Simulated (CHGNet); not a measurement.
Rock-salt MgS

Computed with the machine-learned potential CHGNet-r²SCAN (trained on r²SCAN data).

Cell (relaxed at this level):

```xyz
2
Lattice="0.0000 2.5966 2.5966 2.5966 0.0000 2.5966 2.5966 2.5966 0.0000" Properties=species:S:1:pos:R:3 pbc="T T T"
Mg     0.0000     0.0000     0.0000
S      2.5966     2.5966     2.5966
```

```yaml
lattice_parameter_a: 5.193 Å
volume_per_atom: 17.51 Å³/atom
```

Measured, for comparison: lattice constant a 5.188 Å, equilibrium volume per atom 17.45 Å³/atom (corrected for zero-point motion; as tabulated in Goldzak et al. (2022), arXiv:2208.04865). Computed (rounded) less measured: lattice constant a +0.1 %, equilibrium volume per atom +0.3 %.

A machine-learned potential is trained on density-functional data: it inherits that level's misses and adds fitting errors of its own.
